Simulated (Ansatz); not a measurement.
Born–Oppenheimer molecular dynamics of CH₅ClMg (8 atoms, charge 0, multiplicity 1). It starts at the highest image of a converged band. Of that band: Neighbouring images differ by up to 1.3 eV, so the band resolves the path poorly. A vibrational analysis at the climbing image gives one clearly imaginary mode, 890i cm⁻¹: a first-order saddle point.

All numbers below come from RKS PBE0-D4/def2-SVP in Ansatz.

```
ensemble                      : NVE (velocity Verlet)
time step                     : 0.5 fs
steps asked                   : 200
starting velocities drawn for : 300 K
seed                          : 5738
```

First frame:

```xyz
8
Properties=species:S:1:pos:R:3
Mg -0.917 -0.009 -0.757
H 0.007 -1.656 -0.084
Cl -2.614 0.288 -2.140
H 0.570 -1.150 0.410
C 0.817 0.465 0.699
H 1.278 1.365 1.127
H -0.191 0.308 1.124
H 1.049 0.388 -0.379
```

Problem. How far do the bonds stretch over the last three quarters of this one trajectory? (Pairs bonded in most of those frames.)

Solution. 
```
   bond  mean (Å)  spread (Å)  shortest  longest
Mg1–Cl3     2.218       0.015      2.18     2.24
 Mg1–C5     2.072       0.069      1.98     2.23
  H2–H4     0.764       0.029      0.72     0.81
  C5–H6     1.131       0.041      1.06     1.22
  C5–H7     1.128       0.055      1.03     1.23
  C5–H8     1.131       0.061      1.02     1.24
```

Mean temperature of the second half: 1832 K. The conserved energy stayed within 0.55 meV per atom of its start (net change 0.083 meV per atom), so the integration is sound. The system heated up, since it started high on the potential surface and ran downhill. A run of 0.1 ps of so small a system gives no equilibrium averages. The orbitals stay closed-shell, which can raise the energy where a bond breaks towards radicals; this wasn't checked here.

Run time: 3.9 min on 2 threads of Arm Neoverse V2 (shared host), peak memory 0.13 GiB.
